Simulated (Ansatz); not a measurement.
# BH₂+ (singlet): wave-function methods side by side at distance B1–H2 = 0.961 Å, cc-pVQZ

An exercise on one series of results from a longer session: the logs are not shown, and one member is left open.

Computed with Ansatz 0.2.0, Gaussian basis. Level: cc-pVQZ, core rule «outside noble gas», up to 1 orbitals frozen.

Plan: UHF; CCSD(T) on RHF; BCCD(T) on RHF; CCSDT(Q) on RHF; CASSCF and MRCISD+Q, 4 electrons in 6 orbitals; CASSCF and NEVPT2, 4 electrons in 6 orbitals; Full CI.

### The geometry

The geometry derives from a PBE0/def2-TZVP stationary point (not a proven minimum). One bond is set to the value named and the two fragments are kept rigid.

3 atoms, charge 1, spin multiplicity 1.

Atoms are counted from 1 here; the program's logs count them from 0.

Bond lengths: B1–H2 0.961 Å, B1–H3 1.179 Å. Angles: H2–B1–H3 180.0°.

Coordinates:

```xyz
3
charge 1, multiplicity 1
B     0.0000    0.0000   -0.0727
H     0.0000    0.0000   -1.0337
H     0.0000    0.0000    1.1065
```

Set-up of the first run:

in.yaml reads:

```yaml
crystal:
  periodic: [false, false, false]
  atoms:
    - {symbol: B, position_ang: [0.000000, 0.000000, -0.072727]}
    - {symbol: H, position_ang: [0.000000, 0.000000, -1.033727]}
    - {symbol: H, position_ang: [0.000000, 0.000000, 1.106454]}
basis:
  gaussian: {orbitals: cc-pVQZ}
total_charge: 1
magnetization: {spin_polarized: true, initial_magnetization: 0}
hamiltonian: {xc: hf}
output: {orbitals: {seedname: orbitals}}
```

Run with:

```console
$ ansatz run in.yaml --threads 1 --pin off --events-out ev --progress --plain --max-ram 4096MiB --backend cpu
```

Steps of the session up to this table: UHF; CCSD(T) on RHF; BCCD(T) on RHF; CCSDT(Q) on RHF; CASSCF and MRCISD+Q, 4 electrons in 6 orbitals; CASSCF and NEVPT2, 4 electrons in 6 orbitals; Full CI.

One table of the session follows, with a row left open; its other results are not shown here.

| method | from FCI (meV) |
| --- | --- |
| RHF | +2426.4 |
| RMP2 | +438.3 |
| RCCSD | +30.7 |
| RCCSD(T) | ? |
| BCCD(T) | +5.8 |
| RCCSDT | +0.5 |
| RCCSDT(Q) | +0.1 |
| CASSCF valence | +1213.5 |
| NEVPT2 valence | +382.4 |
| MRCISD valence | +39.2 |
| MRCISD+Q valence | +18.3 |
| FCI | 0 |

Estimate the missing values for RCCSD(T).

The run gave: from FCI (meV): +5.9. In the column «from FCI (meV)» it lies between BCCD(T) (+5.8) and MRCISD+Q valence (+18.3).
